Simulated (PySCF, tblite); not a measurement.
# C₅H₁₀N radical: geometry, infrared bands and EPR parameters

What infrared bands and EPR parameters should C₅H₁₀N radical (`C=C[C@@H](C)[N]C`) show?

The runs use tblite 0.8.0 and PySCF 2.14.0, with density-fitted response routines of our own; the level of theory stands in each step. All values are computed, except where a source is named. Atoms count from 0, in the outputs and in this text.

## (1) The starting structure

16 atoms, charge 0, multiplicity 2; geometry from: force field or distance geometry start.

Bonds of the start (Å): C0–C1 1.33, C1–C2 1.51, C2–C3 1.53, C2–N4 1.45, N4–C5 1.46, C0–H6 1.08, C0–H7 1.08, C1–H8 1.10, C2–H9 1.10, C3–H10 1.11, C3–H11 1.09, C3–H12 1.09, C5–H13 1.10, C5–H14 1.09, C5–H15 1.10.

## (2) Geometry optimisation with GFN2-xTB

Job settings and geometry (Å):

```
{"job": {"kind": "relax", "xc": "GFN2-xTB", "basis": "xTB"}, "charge": 0, "multiplicity": 2}
C     -2.193200    -1.127100    -0.633000
C     -1.209200    -0.899600     0.225100
C     -0.098900     0.104300     0.030000
C     -0.200300     1.205700     1.087600
N      1.144100    -0.638500     0.156700
C      2.214900    -0.050400    -0.641800
H     -2.947300    -1.879300    -0.437000
H     -2.254500    -0.558800    -1.553100
H     -1.142400    -1.498700     1.146600
H     -0.229700     0.576700    -0.954300
H     -0.096300     0.787600     2.106800
H     -1.167600     1.713300     1.045700
H      0.582000     1.950400     0.972000
H      2.450300     0.981100    -0.350200
H      1.995100    -0.040100    -1.710700
H      3.145500    -0.617500    -0.501900
```

On the command line:

```bash
OMP_NUM_THREADS=1 python probes_run.py task.json out
```

The driver reads the jobs from task.json and runs them one after another.

What it wrote:

```text
step      E/eV     max force
  0    -506.33728    2.117
  1    -506.43265    0.875
  2    -506.45285    0.372
  3    -506.46184    0.337
  4    -506.47122    0.331
  5    -506.47677    0.210
  6    -506.48043    0.158
  7    -506.48215    0.103
  8    -506.48363    0.093
  9    -506.48481    0.095
 10    -506.48571    0.085
 11    -506.48626    0.061
 12    -506.48671    0.057
 13    -506.48719    0.060
 14    -506.48766    0.074
 15    -506.48804    0.061
 16    -506.48836    0.044
 17    -506.48866    0.053
 18    -506.48899    0.060
 19    -506.48936    0.072
 20    -506.48981    0.063
 21    -506.49036    0.068
 22    -506.49100    0.072
 23    -506.49174    0.070
 24    -506.49256    0.077
 25    -506.49344    0.066
 26    -506.49433    0.080
 27    -506.49520    0.071
 28    -506.49604    0.067
 29    -506.49678    0.062
 30    -506.49737    0.057
 31    -506.49786    0.055
 32    -506.49837    0.062
 33    -506.49893    0.069
 34    -506.49946    0.056
 35    -506.49995    0.050
 36    -506.50041    0.051
 37    -506.50090    0.053
 38    -506.50141    0.049
 39    -506.50188    0.045
 40    -506.50226    0.068
 41    -506.50271    0.075
 42    -506.50315    0.063
 43    -506.50358    0.038
 44    -506.50379    0.037
 45    -506.50412    0.037
 46    -506.50444    0.046
 47    -506.50479    0.046
 48    -506.50507    0.043
 49    -506.50532    0.048
 50    -506.50558    0.043
 51    -506.50585    0.034
 52    -506.50610    0.032
 53    -506.50617    0.027
 54    -506.50627    0.024
 55    -506.50636    0.022
 56    -506.50651    0.029
 57    -506.50668    0.032
 58    -506.50687    0.031
 59    -506.50707    0.032
 60    -506.50726    0.039
 61    -506.50748    0.041
 62    -506.50773    0.047
 63    -506.50804    0.053
 64    -506.50845    0.053
 65    -506.50899    0.063
 66    -506.50892    0.141
 67    -506.50996    0.052
 68    -506.51037    0.055
 69    -506.51154    0.099
 70    -506.51205    0.073
 71    -506.51312    0.069
 72    -506.51452    0.097
 73    -506.51528    0.071
 74    -506.51617    0.079
 75    -506.51746    0.109
 76    -506.51820    0.060
 77    -506.51913    0.064
 78    -506.52009    0.114
 79    -506.52072    0.072
 80    -506.52135    0.070
 81    -506.52322    0.104
 82    -506.52414    0.072
 83    -506.52534    0.071
 84    -506.52624    0.057
 85    -506.52671    0.075
 86    -506.52727    0.067
 87    -506.52769    0.103
 88    -506.52819    0.048
 89    -506.52863    0.050
 90    -506.52896    0.040
 91    -506.52952    0.056
 92    -506.53005    0.049
 93    -506.53053    0.059
 94    -506.53107    0.082
 95    -506.53154    0.057
 96    -506.53212    0.043
 97    -506.53257    0.039
 98    -506.53280    0.032
 99    -506.53303    0.030
100    -506.53316    0.034
101    -506.53328    0.033
102    -506.53345    0.049
103    -506.53380    0.069
104    -506.53429    0.057
105    -506.53478    0.116
106    -506.53528    0.059
107    -506.53566    0.049
108    -506.53592    0.051
109    -506.53624    0.052
110    -506.53670    0.044
111    -506.53713    0.062
112    -506.53753    0.042
113    -506.53785    0.039
114    -506.53806    0.049
115    -506.53819    0.021
116    -506.53829    0.049
117    -506.53840    0.039
118    -506.53851    0.019
119    -506.53857    0.019
120    -506.53868    0.021
121    -506.53876    0.021
122    -506.53885    0.021
123    -506.53894    0.018
124    -506.53901    0.014
125    -506.53904    0.009
```

Run time: 0.57 s. Hardware: 1 thread of Arm Neoverse V1, shared host; peak memory 0.18 GiB.

Relaxation path: (not every step is listed)

| step | energy from step 0 (eV) | largest force (eV/Å) |
| --- | --- | --- |
| 0 | 0.0000 | 2.1169 |
| 1 | -0.0954 | 0.8754 |
| 2 | -0.1156 | 0.3721 |
| 3 | -0.1246 | 0.3372 |
| 4 | -0.1339 | 0.3306 |
| 5 | -0.1395 | 0.2096 |
| 6 | -0.1431 | 0.1578 |
| 7 | -0.1449 | 0.1027 |
| 8 | -0.1463 | 0.0933 |
| 19 | -0.1521 | 0.0719 |
| 30 | -0.1601 | 0.0569 |
| 41 | -0.1654 | 0.0751 |
| 52 | -0.1688 | 0.0324 |
| 63 | -0.1708 | 0.0530 |
| 74 | -0.1789 | 0.0793 |
| 85 | -0.1894 | 0.0746 |
| 96 | -0.1948 | 0.0426 |
| 107 | -0.1984 | 0.0487 |
| 118 | -0.2012 | 0.0193 |
| 120 | -0.2014 | 0.0211 |
| 121 | -0.2015 | 0.0214 |
| 122 | -0.2016 | 0.0210 |
| 123 | -0.2017 | 0.0180 |
| 124 | -0.2017 | 0.0141 |
| 125 | -0.2018 | 0.0088 |

Distances of close pairs at the start and the end, largest changes first:

| bond | before (Å) | after (Å) | change (Å) |
| --- | --- | --- | --- |
| N4–C5 | 1.459 | 1.402 | -0.057 |
| C2–N4 | 1.454 | 1.410 | -0.043 |
| C1–H8 | 1.101 | 1.080 | -0.022 |
| C3–H10 | 1.107 | 1.086 | -0.020 |
| C5–H14 | 1.091 | 1.100 | +0.009 |
| C1–C2 | 1.510 | 1.518 | +0.008 |
| C2–H9 | 1.100 | 1.106 | +0.007 |
| C0–C1 | 1.325 | 1.319 | -0.006 |

The next job starts from the end point, and lists it.

## (3) Infrared spectrum with GFN2-xTB

Job settings and geometry (Å):

```
{"job": {"kind": "ir", "xc": "GFN2-xTB", "basis": "xTB"}, "charge": 0, "multiplicity": 2}
C     -1.620671    -1.257847    -0.787493
C     -0.971180    -0.765238     0.249681
C     -0.088763     0.468515     0.191553
C     -0.441258     1.410255     1.345478
N      1.224947    -0.022933     0.340367
C      1.954903    -0.305682    -0.823217
H     -2.221378    -2.148571    -0.705880
H     -1.598609    -0.787840    -1.757231
H     -0.984475    -1.253994     1.212276
H     -0.254031     0.970180    -0.780629
H     -0.224380     0.924011     2.292172
H     -1.496138     1.671044     1.305249
H      0.154843     2.316672     1.276095
H      2.958823     0.117814    -0.707999
H      1.500899     0.064247    -1.754888
H      2.098869    -1.391688    -0.906945
```

What it wrote:

```text
mode    cm-1     km/mol
  1      53.0      0.44
  2      58.7      1.99
  3      92.5     12.83
  4     183.1      0.11
  5     252.0      6.30
  6     285.0      7.39
  7     313.5      5.86
  8     417.0      3.27
  9     522.7      0.07
 10     638.7      7.27
 11     859.9      2.93
 12     882.7     20.57
 13     912.7      3.61
 14     979.2     11.25
 15    1004.7      1.97
 16    1011.5     13.82
 17    1062.0     23.32
 18    1076.7      1.42
 19    1118.4      6.47
 20    1168.7     17.61
 21    1219.9     28.25
 22    1242.1     14.91
 23    1271.6      1.00
 24    1317.2      8.68
 25    1379.1      2.94
 26    1388.7      3.49
 27    1406.1      2.36
 28    1425.2      2.34
 29    1461.3     28.01
 30    1478.8      2.39
 31    1491.4      4.46
 32    1688.2     16.45
 33    2776.7     87.74
 34    2854.3     80.75
 35    2869.4     18.88
 36    2927.7     17.24
 37    3033.7     28.96
 38    3039.2     26.38
 39    3054.8     17.08
 40    3083.7     18.33
 41    3093.7     13.56
 42    3117.2     55.06
```

Run time: 0.35 s. Hardware: 1 thread of Arm Neoverse V1, shared host; peak memory 0.18 GiB.

Which atoms move in the most intense modes:

| cm⁻¹ | km/mol | atoms |
| --- | --- | --- |
| 1062 | 23.3 | H13 14 %, C5 13 %, C2 13 %, H11 12 % |
| 1220 | 28.2 | N4 41 %, H9 19 %, C5 18 %, C2 13 % |
| 1461 | 28.0 | H13 36 %, H15 30 %, H14 26 % |
| 2777 | 87.7 | H9 93 % |
| 2854 | 80.8 | H14 81 %, H15 11 % |
| 3034 | 29.0 | H11 93 % |
| 3039 | 26.4 | H12 92 % |
| 3117 | 55.1 | H7 44 %, H6 40 % |

## (4) g tensor and hyperfine couplings: B3LYP/pcH-1

The job, as its differences from that of step 3:

```diff
@@ -1,2 +1,2 @@
-{"job": {"kind": "ir", "xc": "GFN2-xTB", "basis": "xTB"}, "charge": 0, "multiplicity": 2}
+{"job": {"kind": "epr", "basis": "pcH-1"}, "charge": 0, "multiplicity": 2}
 C     -1.620671    -1.257847    -0.787493
```

Level: UKS B3LYP, pcH-1 on C H N, non-relativistic, mean-field spin-orbit, GIAO.

What it wrote:

```text
UKS, coarse grid
  cycle   1  E = -251.18408179  |g| = 3.11e-01
  cycle   2  E = -251.18319241  |g| = 3.27e-01
  cycle   3  E = -251.23874399  |g| = 2.77e-02
  cycle   4  E = -251.23900333  |g| = 2.12e-02
  cycle   5  E = -251.23919438  |g| = 7.78e-03
  cycle   6  E = -251.23922558  |g| = 3.14e-03
  cycle   7  E = -251.23922964  |g| = 1.29e-03
  cycle   8  E = -251.23923089  |g| = 3.09e-04
UKS, final grid
  cycle   1  E = -251.23923476  |g| = 3.65e-04
  cycle   2  E = -251.23923468  |g| = 5.46e-04
  cycle   3  E = -251.23923482  |g| = 6.04e-05
  cycle   4  E = -251.23923482  |g| = 2.29e-05
E = -251.23923482 Eh   <S^2> = 0.7542 (exact 0.7500)
g shifts (ppm)      1          2          3
  rmc          -213       -213       -213
  gc             -6         39         40
  oz_so          11       1639       4834
  total        -208       1464       4661
hyperfine (MHz)  atom isotope    a_iso     a_fc   dipolar eigenvalues
    0   13C       5.79       5.79     -4.93     -3.37      8.30
    1   13C      77.32      77.32     -9.71     -5.30     15.00
    2   13C     -28.27     -28.27     -4.05      0.35      3.71
    3   13C      20.08      20.08     -3.00     -2.69      5.69
    4   14N      34.31      34.31    -41.94    -41.58     83.52
    5   13C     -34.60     -34.60     -4.20     -0.01      4.21
    6    1H       4.30       4.30     -2.76     -1.28      4.04
    7    1H      -1.09      -1.09     -2.13     -0.58      2.72
    8    1H      -2.53      -2.53     -4.97     -2.73      7.70
    9    1H      22.21      22.21     -5.20     -4.65      9.85
   10    1H      -1.70      -1.70     -3.74     -3.09      6.83
   11    1H       2.82       2.82     -2.55     -1.55      4.09
   12    1H      -2.26      -2.26     -4.17     -2.64      6.81
   13    1H     111.58     111.58     -6.40     -4.61     11.01
   14    1H       2.29       2.29     -4.72     -4.57      9.29
   15    1H     154.32     154.32     -6.29     -3.67      9.96
```

It took 46 s on 1 thread of Arm Neoverse V1, shared host; peak memory 0.93 GiB.

Principal g values 2.00211, 2.00378, 2.00698; g(iso) = 2.00429, against 2.00232 for a free electron.

Mean a(iso) over the nuclei that a row names, and the largest dipolar term of the row (other rows stand at the frozen geometry):

| nuclei | isotope | a(iso) (MHz) | a(iso) (G, at g = 2.0023) | largest dipolar term (MHz) |
| --- | --- | --- | --- | --- |
| H13, H14, H15 | 1H | 89.4 | 31.9 | 11.0 |
| C1 | 13C | 77.3 | 27.6 | 15.0 |
| C5 | 13C | -34.6 | -12.3 | 4.2 |
| N4 | 14N | 34.3 | 12.2 | 83.5 |
| C2 | 13C | -28.3 | -10.1 | -4.1 |
| H9 | 1H | 22.2 | 7.9 | 9.9 |
| C3 | 13C | 20.1 | 7.2 | 5.7 |
| C0 | 13C | 5.8 | 2.1 | 8.3 |
| H6 | 1H | 4.3 | 1.5 | 4.0 |
| H8 | 1H | -2.5 | -0.9 | 7.7 |
| H7 | 1H | -1.1 | -0.4 | 2.7 |
| H10, H11, H12 | 1H | -0.4 | -0.1 | 6.8 |

Mulliken spin populations:

C0 0.06; C1 0.03; C2 -0.05; C3 0.02; N4 0.88; C5 -0.07; H6 0.00; H7 0.00; H8 0.00; H9 0.01; H10 0.00; H11 0.00; H12 0.00; H13 0.05; H14 0.00; H15 0.07

In first order the couplings over 0.8 MHz of 1H, 14N give 192 distinct lines over 130.9 G, if the averaged nuclei exchange fast; the same motion can average rows kept apart here too.

The fields below are evaluated on a grid from the run's orbitals.

ELF in a plane through or near 5 of the atoms.

Values, 10 rows by 14 columns:
```
0.00 0.00 0.00 0.00 0.00 0.00 0.00 0.00 0.00 0.00 0.00 0.00 0.00 0.00
0.00 0.00 0.00 0.00 0.00 0.00 0.01 0.00 0.00 0.00 0.00 0.00 0.00 0.00
0.00 0.00 0.00 0.00 0.03 0.56 0.92 0.32 0.00 0.00 0.00 0.00 0.00 0.00
0.00 0.00 0.01 0.48 0.70 0.27 0.78 0.04 0.20 0.03 0.66 0.82 0.01 0.00
0.00 0.00 0.01 0.70 0.86 0.55 0.87 0.68 0.67 0.52 0.98 0.98 0.25 0.00
0.00 0.00 0.00 0.01 0.06 0.50 0.91 0.45 0.19 0.45 0.47 0.13 0.01 0.00
0.00 0.00 0.00 0.20 0.62 0.91 0.84 0.43 0.02 0.12 0.20 0.04 0.00 0.00
0.00 0.00 0.00 0.05 0.47 0.94 0.65 0.44 0.13 0.00 0.00 0.00 0.00 0.00
0.00 0.00 0.00 0.00 0.38 0.91 0.44 0.04 0.00 0.00 0.00 0.00 0.00 0.00
0.00 0.00 0.00 0.00 0.00 0.00 0.00 0.00 0.00 0.00 0.00 0.00 0.00 0.00
```
The map spans 11.0 Å across and 10.9 Å up, centred on the molecule. Atoms in the plane (x, y in Å): C0 (-0.9, -2.0), C2 (-0.2, 0.4), C3 (-1.2, 1.6), C5 (2.1, 0.1), H13 (2.9, 0.9).

On the surface of density 0.002 e/bohr³ the electrostatic potential runs, from the 1st to the 99th percentile, from -1.70 V near N4 to 0.77 V near H7.

The spin density lies nearest to N4 71 %; H15 6 %.

## (5) Summary of results

```
                                                                  quantity                          value
                                 strongest single infrared mode (GFN2-xTB)           2777 cm⁻¹, 88 km/mol
                                              zero-point energy (GFN2-xTB)                  85.1 kcal/mol
                                                            g(iso) (B3LYP)                        2.00429
                                                                      ⟨S²⟩             0.754 (exact 0.75)
                                        largest a(iso) (averaged by class)  1H on H13, H14, H15, 89.4 MHz
potential on the surface of density 0.002 e/bohr³, 1st and 99th percentile             -1.70 V and 0.77 V
```

Relaxing lowered the energy by 0.202 eV in 125 steps; the close pair that moved most is N4–C5, from 1.459 to 1.402 Å. No mode is imaginary among the 42: a minimum at this level. The strongest single mode, at 2777 cm⁻¹, moves mainly H9. Unscaled tight-binding wavenumbers are off by several per cent, some by more. Its intensities can rank the bands wrongly. N4 carries the largest spin population, 0.88 e. The isotropic g lies 2.0 ppt above the free-electron value. These values are for one conformer; the search (at its own cheap level) found 1 more, at 0.05 kcal/mol, and measured spectra average over such forms.
